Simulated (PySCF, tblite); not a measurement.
# C5H10S: a rotation path, then NMR shifts on frames, part 2 of 2

tblite 0.8.0 and PySCF 2.14.0. Atoms count from 0. The steps go on from the part before.

**5. Nuclear shieldings: image 6, PBE0/pcSseg-1**

Job settings and geometry (Å):

```
{"job": {"kind": "nmr", "xc": "PBE0", "basis": "pcSseg-1", "pop": false}, "charge": 0, "multiplicity": 1}
C      1.735200     0.758300    -0.329100
C      0.416300     1.012900     0.393500
C     -0.362200    -0.242000     0.758100
C     -0.177600    -1.552300     0.048700
C     -1.445900    -0.782600    -0.137800
S     -1.748800    -0.027600    -1.743900
H      2.372600     0.101500     0.258400
H      1.565700     0.309300    -1.303600
H      2.255800     1.701000    -0.483000
H      0.622300     1.563400     1.313100
H     -0.200900     1.656200    -0.239900
H     -0.589000    -0.317800     1.816000
H     -0.216400    -2.466700     0.624000
H      0.504100    -1.593400    -0.784700
H     -2.359700    -1.161200     0.302100
H     -2.379100     1.049900    -1.271900
```

With the program's defaults for keys left out, this is: GIAO PBE0/pcSseg-1 NMR shielding, non-relativistic, gas phase.

The program printed:

```text
coarse grid: 13256 points
cycle   1  E = -594.2074687543  dE =  6.801e-01  |g| = 3.606e-01  |ddm| = 3.500e+00
cycle   2  E = -594.2032377027  dE =  4.231e-03  |g| = 4.020e-01  |ddm| = 7.383e-01
cycle   3  E = -594.2453365199  dE = -4.210e-02  |g| = 3.696e-02  |ddm| = 4.097e-01
cycle   4  E = -594.2456132981  dE = -2.768e-04  |g| = 1.725e-02  |ddm| = 7.308e-02
cycle   5  E = -594.2456809665  dE = -6.767e-05  |g| = 4.887e-03  |ddm| = 2.545e-02
cycle   6  E = -594.2456862720  dE = -5.305e-06  |g| = 1.356e-03  |ddm| = 5.905e-03
final grid: 121512 points
cycle   7  E = -594.2856733459  dE = -4.980e-05  |g| = 8.925e-03  |ddm| = 3.553e-02
cycle   8  E = -594.2856642352  dE =  9.111e-06  |g| = 1.071e-02  |ddm| = 1.790e-02
cycle   9  E = -594.2856933783  dE = -2.914e-05  |g| = 7.272e-04  |ddm| = 1.076e-02
cycle  10  E = -594.2856935001  dE = -1.218e-07  |g| = 2.509e-04  |ddm| = 1.212e-03
cycle  11  E = -594.2856935149  dE = -1.479e-08  |g| = 5.993e-05  |ddm| = 2.504e-04
cycle  12  E = -594.2856935157  dE = -7.959e-10  |g| = 1.749e-05  |ddm| = 8.153e-05
converged SCF energy = -594.2856935157

GIAO shielding tensors (ppm)
atom      isotropic    diamagn.    paramagn.     s11        s22        s33       span
  0 C      171.410     246.614     -75.204    159.445    169.145    185.639     26.194
  1 C      167.672     244.711     -77.039    155.905    166.812    180.299     24.394
  2 C      168.452     249.591     -81.139    132.507    161.512    211.337     78.830
  3 C      175.760     251.449     -75.689    147.102    171.731    208.446     61.344
  4 C      167.160     255.344     -88.184    132.510    157.667    211.304     78.794
  5 S      609.731    1055.721    -445.990    472.774    534.666    821.754    348.980
  6 H       31.015      29.832       1.183     26.620     28.782     37.644     11.024
  7 H       30.983      30.083       0.900     26.046     31.306     35.597      9.550
  8 H       30.744      28.301       2.443     25.812     27.452     38.967     13.154
  9 H       29.916      30.477      -0.561     24.184     28.305     37.258     13.075
 10 H       30.044      31.041      -0.997     24.728     30.520     34.883     10.155
 11 H       30.611      32.148      -1.537     22.704     28.047     41.082     18.378
 12 H       30.916      30.787       0.129     24.998     25.766     41.984     16.987
 13 H       31.431      31.522      -0.091     26.419     29.820     38.055     11.636
 14 H       29.556      31.596      -2.040     20.352     27.866     40.449     20.097
 15 H       29.971      30.383      -0.411     22.325     27.042     40.547     18.222
```

It took 15 s on 1 thread of Arm Neoverse V1, shared host; peak memory 0.76 GiB.

This run: δ C4 19.8, C1 19.3, C2 18.5, C0 15.5, H14 2.16, H9 1.80 ppm.

**6. NMR shieldings: image 7, PBE0/pcSseg-1**

Job settings and geometry (Å):

```
{"job": {"kind": "nmr", "xc": "PBE0", "basis": "pcSseg-1", "pop": false}, "charge": 0, "multiplicity": 1}
C      1.644000     0.772700    -0.415600
C      0.425100     1.006100     0.470200
C     -0.386300    -0.239200     0.794100
C     -0.158500    -1.564200     0.127600
C     -1.402900    -0.789300    -0.170400
S     -1.589700    -0.051700    -1.802400
H      2.319100     0.055400     0.045800
H      1.351300     0.408600    -1.396400
H      2.179300     1.709800    -0.552600
H      0.758600     1.446700     1.411500
H     -0.222300     1.739800    -0.019600
H     -0.696400    -0.285800     1.832600
H     -0.251700    -2.467100     0.714800
H      0.586400    -1.627100    -0.648200
H     -2.348700    -1.154900     0.209200
H     -2.214800     1.049100    -1.380600
```

With the program's defaults for keys left out, this is: GIAO PBE0/pcSseg-1 NMR shielding, non-relativistic, gas phase.

The program printed:

```text
coarse grid: 13256 points
cycle   1  E = -594.2080987490  dE =  6.821e-01  |g| = 3.600e-01  |ddm| = 3.505e+00
cycle   2  E = -594.2038975798  dE =  4.201e-03  |g| = 4.015e-01  |ddm| = 7.355e-01
cycle   3  E = -594.2458445565  dE = -4.195e-02  |g| = 3.750e-02  |ddm| = 4.089e-01
cycle   4  E = -594.2461298303  dE = -2.853e-04  |g| = 1.734e-02  |ddm| = 7.441e-02
cycle   5  E = -594.2461978458  dE = -6.802e-05  |g| = 5.016e-03  |ddm| = 2.562e-02
cycle   6  E = -594.2462034654  dE = -5.620e-06  |g| = 1.380e-03  |ddm| = 6.096e-03
final grid: 121512 points
cycle   7  E = -594.2859614188  dE = -5.803e-05  |g| = 9.050e-03  |ddm| = 4.129e-02
cycle   8  E = -594.2859520270  dE =  9.392e-06  |g| = 1.088e-02  |ddm| = 1.821e-02
cycle   9  E = -594.2859820361  dE = -3.001e-05  |g| = 7.640e-04  |ddm| = 1.095e-02
cycle  10  E = -594.2859821699  dE = -1.338e-07  |g| = 2.651e-04  |ddm| = 1.271e-03
cycle  11  E = -594.2859821864  dE = -1.650e-08  |g| = 6.689e-05  |ddm| = 2.757e-04
cycle  12  E = -594.2859821874  dE = -1.012e-09  |g| = 1.799e-05  |ddm| = 8.877e-05
cycle  13  E = -594.2859821875  dE = -7.890e-11  |g| = 3.577e-06  |ddm| = 2.269e-05
converged SCF energy = -594.2859821875

GIAO shielding tensors (ppm)
atom      isotropic    diamagn.    paramagn.     s11        s22        s33       span
  0 C      171.107     246.863     -75.756    161.364    167.207    184.748     23.384
  1 C      166.974     244.841     -77.867    156.490    165.622    178.808     22.318
  2 C      168.695     249.684     -80.989    133.217    160.834    212.034     78.817
  3 C      176.194     251.412     -75.219    147.583    172.237    208.762     61.179
  4 C      168.573     255.104     -86.531    134.550    157.222    213.949     79.399
  5 S      616.296    1055.797    -439.501    476.841    547.659    824.388    347.548
  6 H       31.097      29.935       1.162     26.703     28.917     37.672     10.969
  7 H       30.748      29.943       0.806     25.409     31.937     34.899      9.490
  8 H       30.759      28.312       2.447     25.902     27.415     38.961     13.058
  9 H       29.865      30.295      -0.430     24.081     28.244     37.272     13.191
 10 H       30.109      31.099      -0.990     25.245     29.688     35.394     10.149
 11 H       30.637      32.057      -1.420     22.716     28.018     41.176     18.460
 12 H       30.906      30.685       0.221     24.903     25.804     42.011     17.109
 13 H       31.360      31.479      -0.120     26.071     30.059     37.948     11.877
 14 H       29.597      31.598      -2.001     20.296     27.932     40.563     20.266
 15 H       29.898      30.467      -0.569     22.347     27.076     40.270     17.923
```

Wall time 16 s (1 thread of Arm Neoverse V1, shared host); peak memory 0.76 GiB.

In short: δ C1 20.0, C4 18.4, C2 18.2, C0 15.8, H14 2.12, H9 1.85 ppm.

**7. Nuclear shieldings: image 8, PBE0/pcSseg-1**

Job settings and geometry (Å):

```
{"job": {"kind": "nmr", "xc": "PBE0", "basis": "pcSseg-1", "pop": false}, "charge": 0, "multiplicity": 1}
C      1.547700     0.805500    -0.488500
C      0.435700     0.994700     0.537000
C     -0.409800    -0.236100     0.813700
C     -0.154600    -1.576800     0.194700
C     -1.378300    -0.802800    -0.188600
S     -1.491000    -0.136300    -1.857800
H      2.253200     0.049300    -0.152000
H      1.146200     0.511200    -1.454300
H      2.086700     1.741500    -0.617200
H      0.883800     1.310100     1.482400
H     -0.221200     1.806200     0.206000
H     -0.784700    -0.256400     1.832100
H     -0.279700    -2.464200     0.797600
H      0.625500    -1.659100    -0.544800
H     -2.342200    -1.150900     0.160500
H     -1.924800     1.073000    -1.500700
```

Level: GIAO PBE0/pcSseg-1 NMR shielding, non-relativistic, gas phase.

The program printed:

```text
coarse grid: 13256 points
cycle   1  E = -594.2082899124  dE =  6.859e-01  |g| = 3.593e-01  |ddm| = 3.505e+00
cycle   2  E = -594.2046809246  dE =  3.609e-03  |g| = 3.980e-01  |ddm| = 7.287e-01
cycle   3  E = -594.2458430484  dE = -4.116e-02  |g| = 3.810e-02  |ddm| = 4.025e-01
cycle   4  E = -594.2461400313  dE = -2.970e-04  |g| = 1.754e-02  |ddm| = 7.626e-02
cycle   5  E = -594.2462099401  dE = -6.991e-05  |g| = 4.986e-03  |ddm| = 2.570e-02
cycle   6  E = -594.2462154341  dE = -5.494e-06  |g| = 1.423e-03  |ddm| = 6.092e-03
final grid: 121512 points
cycle   7  E = -594.2858981497  dE = -5.849e-05  |g| = 9.221e-03  |ddm| = 4.178e-02
cycle   8  E = -594.2858881921  dE =  9.958e-06  |g| = 1.112e-02  |ddm| = 1.874e-02
cycle   9  E = -594.2859195851  dE = -3.139e-05  |g| = 7.717e-04  |ddm| = 1.125e-02
cycle  10  E = -594.2859197203  dE = -1.351e-07  |g| = 2.650e-04  |ddm| = 1.269e-03
cycle  11  E = -594.2859197367  dE = -1.642e-08  |g| = 6.806e-05  |ddm| = 2.796e-04
cycle  12  E = -594.2859197377  dE = -1.050e-09  |g| = 1.812e-05  |ddm| = 8.943e-05
cycle  13  E = -594.2859197378  dE = -8.117e-11  |g| = 3.711e-06  |ddm| = 2.360e-05
converged SCF energy = -594.2859197378

GIAO shielding tensors (ppm)
atom      isotropic    diamagn.    paramagn.     s11        s22        s33       span
  0 C      171.573     247.249     -75.676    164.419    165.789    184.511     20.091
  1 C      166.033     244.937     -78.904    155.841    165.214    177.044     21.203
  2 C      168.306     249.632     -81.326    133.527    160.617    210.776     77.249
  3 C      175.901     251.391     -75.491    145.618    172.965    209.120     63.501
  4 C      170.132     254.652     -84.520    137.811    156.494    216.092     78.281
  5 S      617.379    1055.839    -438.459    467.430    559.786    824.921    357.491
  6 H       31.096      30.071       1.025     26.701     29.023     37.564     10.863
  7 H       30.170      29.792       0.377     23.956     32.131     34.421     10.465
  8 H       30.820      28.452       2.368     26.006     27.484     38.972     12.966
  9 H       29.781      30.068      -0.287     24.058     28.144     37.141     13.082
 10 H       30.118      30.999      -0.882     25.563     28.866     35.923     10.360
 11 H       30.646      31.902      -1.256     22.770     28.062     41.106     18.336
 12 H       30.903      30.667       0.237     24.880     25.870     41.960     17.080
 13 H       31.233      31.366      -0.134     25.748     30.132     37.818     12.070
 14 H       29.595      31.499      -1.904     20.181     28.007     40.597     20.416
 15 H       29.742      30.549      -0.806     22.361     27.462     39.404     17.043
```

Run time: 16 s. Hardware: 1 thread of Arm Neoverse V1, shared host; peak memory 0.76 GiB.

This run: δ C1 20.9, C2 18.6, C4 16.8, C0 15.4, H14 2.12, H15 1.97 ppm.

**8. Side by side: NMR shifts**

Shifts (ppm) of some atoms, chosen among heavy atoms and hydrogens apart, with basis size and wall time:

| frame | C1 | C2 | C4 | C3 | H7 | H6 | S5 | functions | time |
| --- | --- | --- | --- | --- | --- | --- | --- | --- | --- |
| image 0 | 27.3 | 23.3 | 18.7 | 14.4 | 1.08 | 1.08 | -96 | 159 | 21 s |
| image 3 | 21.4 | 21.2 | 21.3 | 12.0 | 0.84 | 1.04 | -95 | 159 | 15 s |
| image 6 | 19.3 | 18.5 | 19.8 | 11.2 | 0.73 | 0.70 | -106 | 159 | 15 s |
| image 7 | 20.0 | 18.2 | 18.4 | 10.7 | 0.97 | 0.62 | -113 | 159 | 16 s |
| image 8 | 20.9 | 18.6 | 16.8 | 11.0 | 1.55 | 0.62 | -114 | 159 | 16 s |

**9. What came out**

What follows sums up all 2 parts.

| quantity | value |
| --- | --- |
| barrier | 0.116 eV (2.7 kcal/mol) at image 6 |
| end to end (GFN2-xTB) | 0.099 eV |
| ¹³C shifts against TMS (PBE0/pcSseg-1, image 0) | 27.3, 23.3, 18.7, 15.7, 14.4 ppm |
| ¹H shifts against TMS (PBE0/pcSseg-1, image 0) | 2.22, 2.02, 1.71, 1.46, 1.24, 1.08, 1.08, 0.89, 0.75, 0.10 ppm |
| ³³S shifts against CS2 (PBE0/pcSseg-1, image 0) | -96 ppm |
| surface potential, 1st and 99th percentile | -1.07 V and 1.00 V |
| range of the shift of S5 | -114 to -95 ppm |

Along the band the dihedral turns by 89°, and the top (dihedral -23°) lies 2.7 kcal/mol above the start (GFN2-xTB, rough), so at room temperature this motion is fast. The top was not checked by a frequency run. Shifts at one fixed geometry are not the observed spectrum, which averages over the motion. In the first frame run (image 0): The largest span, 354 ppm, is at S5, where the paramagnetic term is -456 ppm. In ppm, S5 moves most: its shift spreads over 19 ppm, from -114 (image 8) to -95 (image 3).
